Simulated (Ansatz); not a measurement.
A made-up structure of SiH3SO (charge -1), singlet:

```json
{"atom": "Si1", "x (Å)": "-0.1608", "y (Å)": "0.2808", "z (Å)": "-0.2060"}
{"atom": "O2", "x (Å)": "0.7806", "y (Å)": "-1.5542", "z (Å)": "1.3513"}
{"atom": "S3", "x (Å)": "0.9816", "y (Å)": "-0.8815", "z (Å)": "-0.2742"}
{"atom": "H4", "x (Å)": "-1.5754", "y (Å)": "-0.1819", "z (Å)": "-0.0784"}
{"atom": "H5", "x (Å)": "-0.0956", "y (Å)": "0.9518", "z (Å)": "-1.5662"}
{"atom": "H6", "x (Å)": "0.0697", "y (Å)": "1.3850", "z (Å)": "0.7734"}
```

It is relaxed with PBE-D4/def2-SVPD and then PBE0-D4/def2-TZVPD (Ansatz 0.2.0). Atoms count as bonded within 1.22 times the sum of their covalent radii (H–H: 0.88 Å). The end point is not checked to be a true minimum.

Question: Does its bonding change? (Judge from chemistry; the calculation decides.)

Answer: Computed: No: no bond forms or breaks.

Where it ends: The first stage lowers the energy by 4.53 eV in 9 steps. It ends as SiH₃SO ([O][S][SiH3]), total charge -1:
```
atom    x (Å)    y (Å)    z (Å)
 Si1  -0.2540   0.4029  -0.2505
  O2   1.0235  -1.7965   1.3278
  S3   1.1597  -1.1627  -0.1009
  H4  -1.7023   0.0131  -0.0916
  H5  -0.1219   1.0088  -1.6203
  H6  -0.1050   1.5344   0.7355
```

Labels in which every atom is bracketed show which atoms are joined, not bond orders.

For scale, one of the runs: PBE0-D4/def2-TZVPD relaxation, 156 basis functions, launched by `ansatz run in.yaml --threads 2 --pin off --events-out ev --progress --plain --max-ram 4352MiB`. The run took about 29 s on 2 CPU threads of an Arm Neoverse V2 (shared host).
